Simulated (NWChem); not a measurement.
System: S cation, quartet

Computed with NWChem. Spin-unrestricted. No stability test was run on the SCF state.

### Question
Taking UHF/def2-QZVP as the yardstick, which of these has the fewest basis functions while keeping “highest occupied level (eV)” within 0.2 eV of it: UHF/def2-TZVPD; UHF/def2-SVP; UHF/def2-TZVP; UHF/def2-TZVPP; UHF/def2-SVPD; UHF/STO-3G?

### Answer
UHF/def2-SVP.
| level | basis functions | highest occupied level (eV) |
|---|---|---|
| UHF/STO-3G | 9 | -22.61 |
| UHF/def2-SVP | 18 | -23.51 |
| UHF/def2-SVPD | 27 | -23.49 |
| UHF/def2-TZVP | 37 | -23.46 |
| UHF/def2-TZVPP | 42 | -23.46 |
| UHF/def2-TZVPD | 46 | -23.46 |
| UHF/def2-QZVP | 70 | -23.47 |

The yardstick is one finite set, not the basis-set limit.
